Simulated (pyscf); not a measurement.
formic acid (O=CH–OH) + silane (SiH₄) -> O=CH–O–SiH₃ + hydrogen (H₂) (concerted two-bond exchange; singlet surface; H–O, H–Si broken, O–Si, H–H formed). Structures and frequencies: ωB97X-D3(BJ)/def2-SVP in PySCF. Energies in eV from the separated reactants.

| level | barrier | reaction energy |
|---|---|---|
| ωB97X-D3(BJ)/def2-TZVP | 1.28 | -0.62 |
| r²SCAN/def2-TZVP | 1.09 | -0.60 |
| B3LYP-D3(BJ)/def2-TZVP | ? | -0.60 |
| PBE0-D3(BJ)/def2-TZVP | ? | ? |
| M06-2X/def2-TZVP | 1.28 | -0.72 |
| HF/def2-TZVP | 2.09 | -0.50 |

Q: Complete the blanks.

A: 
- B3LYP-D3(BJ)/def2-TZVP, barrier: 1.26
- PBE0-D3(BJ)/def2-TZVP, barrier: 1.16
- PBE0-D3(BJ)/def2-TZVP, reaction energy: -0.51

The functionals in the table span 0.19 eV in this barrier, from r²SCAN to M06-2X. This is the saddle that the search found; another between the same sides may lie lower.
